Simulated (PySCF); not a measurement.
A geometry optimisation on `S=C=S`.

Method: PBE0-D3(BJ)/def2-SVP geometry optimisation, gas phase (PySCF 2.14.0). Start geometry: GFN2-xTB. The command runs a driver script over a list of jobs; the input below is this job's line of settings and its coordinates in Å.

Command:
```bash
OMP_NUM_THREADS=1 python probes_run.py task.json out
```

Input:
```
{"job": {"xc": "PBE0", "basis": "def2-SVP", "d3": "d3bj", "grid": 1, "shake": 0.01, "kind": "geom"}, "charge": 0, "multiplicity": 1}
S     -1.487320     0.387790    -0.002050
C     -0.001850     0.065240    -0.006310
S      1.495180    -0.276070    -0.010820
```

Output:
```
step   0  E = -833.88852779  max force = 0.041670
step   1  E = -833.89041117  max force = 0.003185
step   2  E = -833.89042104  max force = 0.000677
step   3  E = -833.89042144  max force = 0.000048
optimisation converged
```

Energies in Eh; «max force» is the largest Cartesian gradient component in Eh/bohr.

Task: Give the first gradient maximum in eV/Å.

Result: With 1 Eh/bohr = 51.422 eV/Å, 2.143 eV/Å.

Main results: final energy -833.89042 Eh after 3 steps; dipole 0.00 D.

Time: 1.9 s of wall time; peak memory 0.27 GiB. Hardware: an Intel Xeon 6975P-C with one thread, on a shared host.
Labels such as C1 count atoms from 1, the log's own numbers from 0.
